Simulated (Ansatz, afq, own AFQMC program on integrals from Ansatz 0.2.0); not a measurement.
AFQMC on a folder of integrals that Ansatz 0.2.0 wrote.

```yaml
crystal:
  periodic: [false, false, false]
  atoms:
    - {symbol: N, position_ang: [0.000000, 0.000000, 0.000000]}
    - {symbol: C, position_ang: [0.000000, 0.000000, 2.524000]}
basis:
  gaussian: {orbitals: 6-31G}
magnetization: {spin_polarized: false, initial_magnetization: 3}
correlation: {method: ccsd_t, electrons: outside_noble_gas, hamiltonian_folder: ham}
```

```sh
$ ansatz run in.yaml --threads 1 --pin off --events-out ev --progress --plain --max-ram 24576MiB --backend cuda --devices 0, --max-vram 18GiB
```

afq runs on the folder ham with

```
--method phaseless --trial cisd --walkers 4000 --populations 20 --least-time 60 --time-step 0.005 --steps-per-block 50 --equilibration-blocks 40 --max-blocks 4000 --target-error 0.00036 --factor-cut 1e-05 --start spin_pure --seed 9667 --release-times 0.24,0.51,0.99,1.62,2.4 --release-step 0.03 --release-every 3 --taylor-order 6
```

Times are imaginary, in 1/Eh. The walk had a cap of 122 s. With eight or more populations the least sampling time is a fifth of least-time, and the error comes from their spread.

```
orbitals 16  electrons 6 3  factors 84 of 259
reference energy -91.92220851 Eh
CCSD correlation -0.19943356 Eh in 26 cycles, weight of the determinant in the CISD state 0.5581
energy of the start -92.121626 Eh
 block  time / (1/Eh)  mean weight  energy / Eh
     1     0.250  1.0000  -92.119488
     2     0.500  0.9998  -92.119740
     3     0.750  0.9998  -92.120570
     4     1.000  1.0002  -92.121503
     5     1.250  1.0000  -92.122345
    10     2.500  1.0001  -92.125245
    19     4.750  0.9998  -92.125864
    29     7.250  0.9999  -92.129686
    39     9.750  1.0000  -92.130271
    49    12.250  1.0002  -92.128027
    59    14.750  0.9998  -92.129744
    69    17.250  1.0001  -92.128629
    79    19.750  1.0004  -92.130369
    89    22.250  0.9999  -92.129482
error from the spread of 20 populations
released: time / (1/Eh)  energy / Eh  error  mean overlap
  0.24  -92.129727  0.000181  1.0009
  0.51  -92.130093  0.000179  1.0015
  0.99  -92.129139  0.002967  0.9991
  1.62  -92.131301  0.000171  1.0007
  2.40  -92.131951  0.000283  1.0011
energy -92.129183 +/- 0.000166 Eh
(rows thinned)
```

(1) Estimate how long the walk took on 1 × NVIDIA H100 80GB HBM3 with 2 threads of AMD EPYC 7R13 Processor (Zen 3) (shared host) (the card was shared).

The run passed its tests (sampling time, drift between the halves within three errors, error under three times the target), which doesn't prove that it has relaxed.

Against this walk (error 4.5 meV) on the same determinant: CCSD(T) 195.3 meV lower, CCSDT(Q) 172.3 meV lower, CCSDTQ 158.2 meV lower, full CI 158.8 meV lower. The error is statistical and leaves out the bias of the constraint. The released energies have errors that jump between times, so the bars are unsure (meV from the phaseless value at times in 1/Eh: -15 ± 5 at 0.24, -25 ± 5 at 0.51, 1 ± 81 at 0.99, -58 ± 5 at 1.62, -75 ± 8 at 2.40), so they give no level; they do show a bias of the constraint, and the last of them that isn't too noisy lies 83 meV above full CI. Full CI is exact here, so the walk's 159 meV above it is the walk's own error: the bias of the constraint with this trial. The determinant is a poor start (see the cautions), so the low cluster orders aren't to be relied on, and full CI is the sure value.

Cautions: constraint bias not in the error; lower spins were not checked; a spin-contaminated unrestricted determinant lies lower (UHF 2.92 eV lower, ⟨S²⟩ 4.75); the search met a lower determinant of the same kind, perhaps of another symmetry (1.24 eV lower); strong correlation (T1 0.089, weight of the determinant 0.56, largest double 0.47); (T) is large, 7 % of the CCSD correlation; the CCSD(T) amplitudes may be one of several solutions (largest double 0.47); the CCSDT(Q) amplitudes may be one of several solutions (largest double 0.57); the CCSDTQ amplitudes may be one of several solutions (largest double 0.57); the next higher spin lies close (full CI puts it 10 meV above).

Answers

(1) 16 s of wall time.

CCSDT and higher add their correlation energy to the determinant of the CCSD(T) run, since their own runs factorise the integrals more tightly (a shift of under 2 meV). A walk keeps the symmetry of its determinant, which the program's search chose and which needn't be the lowest solution, so a lower state of the same spin and another symmetry isn't excluded.
